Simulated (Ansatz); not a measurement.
System: trans-ethylamine, C2H7N, net charge 0, singlet state. 
Structure (B3LYP-D3(BJ)/def2-TZVP (Ansatz, a program for electronic structure) minimum search):
```xyz
10

C      1.2101    -0.3675    -0.0020
C      0.0059     0.5734    -0.0002
N     -1.3057    -0.0740     0.0024
H      2.1508     0.1897    -0.0039
H      1.2028    -1.0109     0.8816
H      1.1996    -1.0116    -0.8851
H      0.0502     1.2284    -0.8744
H      0.0533     1.2290     0.8732
H     -1.4054    -0.6706     0.8165
H     -1.4083    -0.6712    -0.8110
```

CCSD(T) with Ansatz in growing basis sets, 20 correlated electrons. Cores are frozen in the correlated levels unless marked. UHF or UKS for open shells. No spin-orbit coupling. Non-relativistic. Costs are ratios of core time to the smallest set, on shared machines of one kind, and rough; they hold the program's checks for lower states.

| basis | functions | cost over smallest | E(corr) (Eh) | electronic atomisation energy (kcal/mol) |
|---|---|---|---|---|
| aug-cc-pVDZ | 132 | 1× | -0.5489 | 821.5 |
| aug-cc-pVTZ | 299 | 10× | ? | ? |

Task: What does the step to aug-cc-pVTZ buy, and how does its cost grow by formal scaling?

Result: Formally CCSD grows as o²v⁴ and (T) as o³v⁴; with o = 10 and v going from 119 to 286 both grow 33-fold in the last step, while integrals and the mean field grow more slowly. That step adds 96.2 mEh of correlation energy and 39.4 kcal/mol to the atomisation energy. Row: E(corr) (Eh) -0.6451, electronic atomisation energy (kcal/mol) 860.9.
